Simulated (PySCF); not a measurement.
What builds the first ionisation energy along the second row

All values are computed (PySCF 2.14, energy differences of UHF-based or UKS calculations, no spin-orbit coupling). Each column adds one step, in eV (sums use unrounded values): valence MP2, valence CCSD, valence triples, then the next inner shell at CCSD(T) (Be 1s, B 1s, C 1s, N 1s, O 1s, F 1s, Ne 1s). References (NIST) marked * lie between the lowest fine-structure levels; the others compare directly ((s) semi-empirical, (t) theoretical).

| element | UHF | + MP2 | + CCSD | + (T) | + inner shell | sum | reference |
| --- | --- | --- | --- | --- | --- | --- | --- |
| Be [He] 2s2 → [He] 2s1 (aug-cc-pCVTZ-DK with one added diffuse shell each of s, p, d, f type, spin-free X2C) | 8.044 | 0.783 | 0.463 | 0.000 | 0.014 | 9.304 | 9.323 |
| B [He] 2s2 2p1 → [He] 2s2 (aug-cc-pCVTZ-DK with one added diffuse shell each of s, p, d, f type, spin-free X2C) | 8.033 | 0.228 | -0.088 | 0.037 | 0.020 | 8.230 | 8.297 |
| C [He] 2s2 2p2 → [He] 2s2 2p1 (aug-cc-pCVTZ-DK with one added diffuse shell each of s, p, d, f type, spin-free X2C) | 10.792 | 0.456 | -0.098 | 0.028 | 0.022 | 11.200 | 11.262 |
| N [He] 2s2 2p3 → [He] 2s2 2p2 (aug-cc-pCVTZ-DK with one added diffuse shell each of s, p, d, f type, spin-free X2C) | 13.887 | 0.695 | -0.141 | 0.026 | 0.023 | 14.489 | 14.545 |
| O [He] 2s2 2p4 → [He] 2s2 2p3 (aug-cc-pCVTZ-DK with one added diffuse shell each of s, p, d, f type, spin-free X2C) | 12.020 | 1.314 | 0.033 | 0.050 | 0.015 | 13.433 | 13.608 |
| F [He] 2s2 2p5 → [He] 2s2 2p4 (aug-cc-pCVTZ-DK with one added diffuse shell each of s, p, d, f type, spin-free X2C) | 15.654 | 1.652 | -0.111 | 0.062 | 0.015 | 17.272 | 17.427 |
| Ne [Ne] → [He] 2s2 2p5 (aug-cc-pCVTZ-DK with one added diffuse shell each of s, p, d, f type, spin-free X2C) | 19.665 | 1.987 | -0.279 | 0.072 | 0.015 | 21.461 | 21.597 |

What remains against the references is mostly basis incompleteness.

What share of the correlation contribution for Ne comes from the inner shell?

The four steps add to 1.795 eV, of which the inner shell gives 0.015 eV, or 1 %.
